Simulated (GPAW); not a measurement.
# C2HClF (SMILES [H]/[C]=C(\F)Cl), step by step

Wanted: a geometry optimisation (UBLYP-D4/dzp), then vibrational wavenumbers (UBLYP-D4/dzp) of C2HClF. 

The results are computed with GPAW 26.7.0.

3 further runs of the same task are left out: 3 that didn't finish.

## 1. Starting point

C2HClF: 5 atoms, total charge 0, spin state doublet. SMILES: `[H]/[C]=C(\F)Cl`. All atoms were displaced at random from a relaxed shape. The run starts from this shape.

Bond lengths: C1–C2 1.290 Å, C2–F3 1.397 Å, C2–Cl4 1.828 Å, C1–H5 1.056 Å. Angles: C1–C2–F3 131.8°, C1–C2–Cl4 118.7°, F3–C2–Cl4 109.0°, C2–C1–H5 153.2°.

## 2. A structure relaxation at UBLYP-D4/dzp (scalar-relativistic datasets) (run 1)

Contents of calc.py:

```python
import numpy as np
from ase import Atoms
from ase.calculators.mixing import SumCalculator
from ase.io import write
from ase.optimize import FIRE2
from ase.units import Bohr
from dftd4.ase import DFTD4
from gpaw import GPAW, setup_paths
from gpaw.atom.configurations import parameters
from gpaw.atom.generator import Generator

# Structure
positions_bohr = np.array(
              [[  1.441729,   0.459077,   1.098498],
               [ -0.527101,  -0.025169,  -0.255359],
               [ -2.501283,   1.508396,  -1.104167],
               [ -1.241873,  -3.314415,  -1.029608],
               [  2.798342,   1.688092,   1.891164]])
atoms = Atoms('CCFClH', positions=positions_bohr * Bohr)
atoms.center(vacuum=5.0)
atoms.set_initial_magnetic_moments([1 / len(atoms)] * len(atoms))

# PAW datasets for this functional
for symbol in ['C', 'Cl', 'F', 'H']:
    Generator(symbol, xcname='BLYP', scalarrel=True, nofiles=True, txt=None).run(**parameters[symbol])
setup_paths.insert(0, '.')

# Ground state
calc = GPAW(mode='lcao',
            basis='dzp',
            h=0.2,
            xc='BLYP',
            occupations={'name': 'fermi-dirac', 'width': 0.0, 'fixmagmom': True},
            maxiter=100,
            poissonsolver={'name': 'fast'},
            symmetry='off',
            txt='-')
atoms.calc = SumCalculator([DFTD4(method='BLYP'), calc])

opt = FIRE2(atoms, trajectory='mol.traj')
converged = opt.run(fmax=0.05, steps=100)
print('Converged:', converged)
print(f'Final energy: {atoms.get_potential_energy():.5f} eV')
print(f'r(F2-C1): {atoms.get_distance(2, 1):.4f} Ang')
print(f'r(Cl3-C1): {atoms.get_distance(3, 1):.4f} Ang')
write('relaxed.xyz', atoms)
```

The run is started by

```console
$ python3 -u calc.py | tee calc.out
```

Standard output:

```text
[...]
Number of symmetries: 1
[...]
  Number of IBZ points: 1
[...]
basis functions: 57
Spin-components: 2 (collinear spins)
Bands:           17
[...]
  Valence electrons: 23.0
[...]
  Grid points: [64 64 56]
  Charge: 0.0  # |e|
[...]
    cutoffs:
[...]
occupation numbers:
  Fixed magnetic moment: 1.000
[...]
xc functional:
  name: BLYP with 2 nearest neighbor stencil
[...]
|iter     |     time |      energy | eigst |  dens |  magmom |
[...]
|iter:   1| 00:00:10 |  -21.592999 |      c|       |  +0.9995|
[...]
Converged in 12 steps
[...]
dipole moment: (0.229230, 0.093838, 0.125068)  # |e|*Ang
Total magnetic moment: (0.000000, 0.000000, 1.000004)
[...]
Converged in 9 steps
[...]
Converged in 6 steps
[...]
Converged in 4 steps
[...]
Converged in 2 steps
[...]
|iter:   4| 00:10:03 |  -21.048975c|      c| -4.40c|  +1.0000|
Converged in 4 steps
[...]
Energy contributions relative to reference atoms: (reference = -17347.612938)
Energy contributions:
  Kinetic:          17.298029
  Coulomb:         -16.539505
  Zero:              0.705970
  External:          0.000000
  Xc:              -22.513469
  Entropy:           0.000000
  Spinorbit:         0.000000
  ----------------------------
  Free energy:     -21.048975
  Extrapolated:    -21.048975
[...]
Total magnetic moment: (0.000000, 0.000000, 1.000005)
Local magnetic moments
|        x |        y |         z |
|----------|----------|-----------|
| 0.000000 | 0.000000 |  0.323930 |  # C    0
| 0.000000 | 0.000000 | -0.021481 |  # C    1
| 0.000000 | 0.000000 |  0.041460 |  # F    2
| 0.000000 | 0.000000 |  0.022156 |  # Cl   3
| 0.000000 | 0.000000 |  0.004402 |  # H    4
Fermi levels: -2.465, -5.044
Eigenvalues  # (at kpt = [0.000, 0.000, 0.000])
| band index |      eig [eV] | occ [0-1] |      eig [eV] | occ [0-1] |
|------------|---------------|-----------|---------------|-----------|
|          0 |       -30.545 |     1.000 |       -30.451 |     1.000 |
|        ... |               |           |               |           |
|          4 |       -12.798 |     1.000 |       -12.595 |     1.000 |
|          5 |       -11.937 |     1.000 |       -11.731 |     1.000 |
|          6 |       -11.083 |     1.000 |       -11.081 |     1.000 |
|          7 |        -9.371 |     1.000 |        -9.255 |     1.000 |
|          8 |        -8.283 |     1.000 |        -8.259 |     1.000 |
|          9 |        -7.819 |     1.000 |        -7.692 |     1.000 |
|         10 |        -6.261 |     1.000 |        -5.990 |     1.000 |
|         11 |        -6.260 |     1.000 |        -4.098 |     0.000 |
|         12 |        -0.831 |     0.000 |        -0.579 |     0.000 |
|         13 |        -0.164 |     0.000 |        -0.092 |     0.000 |
[...]
Gap: 3.267 eV
Transition (v -> c):
[...]
Forces  # eV/Ang
|        x |        y |        z |
|----------|----------|----------|
|  0.00411 |  0.02052 |  0.01264 |  # C    0
|  0.03370 | -0.00378 |  0.00559 |  # C    1
| -0.00638 |  0.01482 | -0.00762 |  # F    2
| -0.00774 | -0.02670 |  0.01541 |  # Cl   3
|  0.01030 |  0.00272 |  0.01868 |  # H    4
Force computation time: 0.415  # s
FIRE2:   31 hh:mm:ss      -21.248230        0.036308
Converged: True
Final energy: -21.24823 eV
r(F2-C1): 1.3766 Ang
r(Cl3-C1): 1.7489 Ang
```

Wall time 10 min (1 thread of Intel Xeon Platinum 8259CL at 2.50GHz (Skylake/Cascade Lake), shared host); peak memory 0.82 GiB.

The path in brief:

```tsv
step	energy from the first frame kept (eV)	largest force (eV/Å)
0	0.0000	2.6957
2	-0.0975	1.1731
4	-0.1081	0.5167
6	-0.1144	0.3149
8	-0.1199	0.2509
10	-0.1253	0.2028
12	-0.1311	0.1968
14	-0.1374	0.1837
16	-0.1430	0.1646
18	-0.1486	0.1626
20	-0.1543	0.1331
22	-0.1587	0.0966
24	-0.1625	0.1216
26	-0.1656	0.1618
28	-0.1672	0.0968
30	-0.1674	0.0715
31	-0.1674	0.0363
```

After the run. Bond lengths: C1–C2 1.324 Å, C2–F3 1.377 Å, C2–Cl4 1.749 Å, C1–H5 1.099 Å. Angles: C1–C2–F3 124.3°, C1–C2–Cl4 123.6°, F3–C2–Cl4 112.1°, C2–C1–H5 140.9°.

## 3. Vibrational wavenumbers at UBLYP-D4/dzp (scalar-relativistic datasets, shape nonlinear) (run 2)

Contents of relaxed.xyz:

```xyz
5
Lattice="12.804440774534395 0.0 0.0 0.0 12.64721270008609 0.0 0.0 0.0 11.585060903295402" Properties=species:S:1:pos:R:3:initial_magmoms:R:1:forces:R:3 energy=-21.24823036583833 pbc="F F F"
C        7.15470754       6.92711415       6.15202049       0.20000000      -0.00900184       0.01151402       0.00395879
C        6.04612757       6.63976862       5.48664498       0.20000000       0.03553101      -0.00333221       0.00668722
F        5.12054540       7.57507852       5.08232421       0.20000000       0.00241374       0.00300891      -0.00421597
Cl       5.59636447       5.01922518       5.00702228       0.20000000       0.00107724      -0.00210789       0.02374757
H        7.69774226       7.78436816       6.57368501       0.20000000       0.00396206      -0.00150041       0.01451497
```

Contents of vib.py:

```python
from ase.calculators.mixing import SumCalculator
from ase.io import read
from ase.thermochemistry import IdealGasThermo
from ase.vibrations import Vibrations
from dftd4.ase import DFTD4
from gpaw import GPAW, setup_paths
from gpaw.atom.configurations import parameters
from gpaw.atom.generator import Generator

mol = read('relaxed.xyz')
mol.set_initial_magnetic_moments([1 / len(mol)] * len(mol))

for symbol in ['C', 'Cl', 'F', 'H']:
    Generator(symbol, xcname='BLYP', scalarrel=True, nofiles=True, txt=None).run(**parameters[symbol])
setup_paths.insert(0, '.')

gpaw_calc = GPAW(mode='lcao',
                 xc='BLYP',
                 h=0.2,
                 convergence={'density': 1e-05},
                 maxiter=100,
                 basis='dzp',
                 occupations={'name': 'fermi-dirac', 'width': 0.0, 'fixmagmom': True},
                 symmetry='off',
                 poissonsolver={'name': 'fast'},
                 txt='molecule.txt')
mol.calc = SumCalculator([DFTD4(method='BLYP'), gpaw_calc])

energy = mol.get_potential_energy()
vib = Vibrations(mol, delta=0.01)
vib.run()
vib.summary()
freqs = vib.get_frequencies()
zpe = vib.get_zero_point_energy()

thermo = IdealGasThermo(vib_energies=vib.get_energies(), potentialenergy=energy, atoms=mol, geometry='nonlinear',
                        symmetrynumber=1, spin=0.5, ignore_imag_modes=True)
H = thermo.get_enthalpy(298.15, verbose=False)
S = thermo.get_entropy(298.15, 101325.0, verbose=False)
G = thermo.get_gibbs_energy(temperature=298.15, pressure=101325.0)
```

The run is started by

```console
$ python vib.py > vib.log
```

Standard output:

```text
---------------------
  #    meV     cm^-1
---------------------
  0   15.8i    127.7i
  1    5.8      46.9
  2   11.3      91.1
  3   13.1     105.7
  4   16.6     134.0
  5   25.5     205.4
  6   40.0     322.4
  7   48.7     393.2
  8   57.3     462.0
  9   62.5     503.8
 10   77.1     621.7
 11   98.7     796.3
 12  123.6     997.1
 13  200.2    1614.4
 14  394.4    3180.9
---------------------
Zero-point energy: 0.587 eV
Enthalpy components at T = 298.15 K:
===============================
Enthalpy components at T = 298.15 K:
===============================
E_pot                -21.248 eV
E_ZPE                  0.551 eV
Cv_trans (0->T)        0.039 eV
Cv_rot (0->T)          0.039 eV
Cv_vib (0->T)          0.040 eV
-------------------------------
U                    -20.580 eV
===============================
(C_v -> C_p)           0.026 eV
-------------------------------
H                    -20.555 eV
===============================

Entropy components at T = 298.15 K and P = 101325.0 Pa:
=================================================
{"":15s}{"S":13s}     {"T*S:13s}
S_trans (1 bar)    0.0016938 eV/K        0.505 eV
S_rot              0.0010823 eV/K        0.323 eV
S_elec             0.0000597 eV/K        0.018 eV
S_vib              0.0001917 eV/K        0.057 eV
S (1 bar -> P)    -0.0000011 eV/K       -0.000 eV
-------------------------------------------------
S                  0.0030264 eV/K        0.902 eV
=================================================

Free energy components at T = 298.15 K and P = 101325.0 Pa:
=======================
    H        -20.555 eV
 -T*S         -0.902 eV
-----------------------
    G        -21.457 eV
=======================
```

molecule.txt, shortened:

```text
[...]
Converged in 10 steps
[...]
Energy contributions relative to reference atoms: (reference = -17347.612938)
Energy contributions:
  Kinetic:          17.160914
  Coulomb:         -16.437787
  Zero:              0.706252
  External:          0.000000
  Xc:              -22.478227
  Entropy:           0.000000
  Spinorbit:         0.000000
  ----------------------------
  Free energy:     -21.048848
  Extrapolated:    -21.048848
dipole moment: (0.138829, 0.035521, 0.085528)  # |e|*Ang
Total magnetic moment: (0.000000, 0.000000, 1.000006)
Local magnetic moments
|        x |        y |         z |
|----------|----------|-----------|
| 0.000000 | 0.000000 |  0.323845 |  # C    0
| 0.000000 | 0.000000 | -0.021455 |  # C    1
| 0.000000 | 0.000000 |  0.041528 |  # F    2
| 0.000000 | 0.000000 |  0.022219 |  # Cl   3
| 0.000000 | 0.000000 |  0.004325 |  # H    4
Fermi levels: -2.462, -5.042
Eigenvalues  # (at kpt = [0.000, 0.000, 0.000])
| band index |      eig [eV] | occ [0-1] |      eig [eV] | occ [0-1] |
|------------|---------------|-----------|---------------|-----------|
|          0 |       -30.544 |     1.000 |       -30.449 |     1.000 |
|        ... |               |           |               |           |
|          4 |       -12.788 |     1.000 |       -12.585 |     1.000 |
|          5 |       -11.933 |     1.000 |       -11.726 |     1.000 |
|          6 |       -11.081 |     1.000 |       -11.080 |     1.000 |
[... 9 lines of this table left out ...]
|         16 |         7.649 |     0.000 |         7.978 |     0.000 |
Gap: 3.265 eV
Transition (v -> c):
[...]
Forces  # eV/Ang
|        x |        y |        z |
|----------|----------|----------|
|  0.07395 |  0.11275 |  0.07350 |  # C    0
|  0.03280 |  0.00454 |  0.01040 |  # C    1
| -0.00757 |  0.01516 | -0.00923 |  # F    2
| -0.00554 | -0.02744 |  0.01242 |  # Cl   3
| -0.06154 | -0.09186 | -0.04549 |  # H    4
Force computation time: 0.305  # s
timing:  # [seconds]
  Total:  845.942  # ━━━━━━━━━━━━━━━━━━━━━━━━━━━━━━━━━━━━━━━━━━━━━━━━━━━━━━━━
  Init:    11.424  # ━
  SCF:    736.602  # ━━━━━━━━━━━━━━━━━━━━━━━━━━━━━━━━━━━━━━━━━━━━━━━━━
  Forces:  10.583  # ╸
  Move:    87.023  # ━━━━━━
```

Wall time 14 min (1 thread of Intel Xeon Platinum 8259CL at 2.50GHz (Skylake/Cascade Lake), shared host); peak memory 0.87 GiB.

## 4. Summary of results

| quantity | value |
| --- | --- |
| run 1, UBLYP-D4/dzp: energy as printed (from the program's reference atoms) | -21.2482 eV |
| run 1, UBLYP-D4/dzp: dipole moment | 0.80 D |
| run 1, UBLYP-D4/dzp: HOMO energy (highest over α and β) | -5.99 eV |
| run 1, UBLYP-D4/dzp: LUMO energy (lowest over α and β) | -4.10 eV |
| run 1, UBLYP-D4/dzp: dispersion energy | -19.23 kJ/mol |
| run 2, UBLYP-D4/dzp: lowest harmonic wavenumber | 322 cm⁻¹ |
| run 2, UBLYP-D4/dzp: highest harmonic wavenumber | 3181 cm⁻¹ |
| run 2, UBLYP-D4/dzp: zero-point energy | 53.2 kJ/mol |
| run 2, UBLYP-D4/dzp: ideal-gas entropy at 298.15 K and 101325 Pa (symmetry number 1 as used) | 69.8 cal/(mol K) |

The optimisation (run 1, UBLYP-D4/dzp) took 31 steps and changed the energy by -0.167 eV. All 9 modes (run 2, UBLYP-D4/dzp) are real, so the shape is a minimum at this level.
